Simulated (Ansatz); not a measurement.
We consider bcc V, described by r²SCANh (Ansatz, a program for electronic structure, plane waves, PAW).

Run with plane-wave cutoff 520 eV, 14×14×14 k mesh, Fermi–Dirac smearing 0.05 eV, no spin polarisation, scalar-relativistic PAW data made under PBE.

Energies at three volumes about the minimum:

| V (Å³/atom) | E − E_lowest (meV/atom) |
|---|---|
| 12.752 | 5.28 |
| 13.018 | 0.00 |
| 13.406 | 4.77 |

Problem. Fit a parabola by hand: where is the minimum, what lattice constant follows, and what is the bulk modulus?

Solution. Slopes: (0.00 − 5.28)/(13.018 − 12.752) = -19.850 and (4.77 − 0.00)/(13.406 − 13.018) = 12.294 meV/Å³. Curvature E″ = 2 × (12.294 − (-19.850))/(13.406 − 12.752) = 98.300 meV/Å⁶. From the middle of the first interval, the slope vanishes at V0 = 12.8850 − (-19.850)/98.300 = 13.087 Å³/atom. B = V0 E″ = 13.087 × 98.300 meV/Å³ × 0.1602 GPa per meV/Å³ = 206 GPa. With 2 atoms in the cube, a = (2 × 13.087)^(1/3) = 2.969 Å. The full Birch–Murnaghan fit to all volumes gives V0 = 13.079 Å³/atom and B0 = 203 GPa.

Measured, for comparison: bulk modulus 161 GPa (corrected for temperature and zero-point phonon effects, our sources range from 159 to 166; as tabulated in Levämäki et al. (2014), arXiv:1402.3671); lattice constant a 3.021 Å (static lattice: zero-point anharmonic expansion removed; as tabulated in Mejia-Rodriguez and Trickey (2018), arXiv:1807.09216). Computed (rounded) less measured: bulk modulus +26 % (+22 % to +28 % over the range).
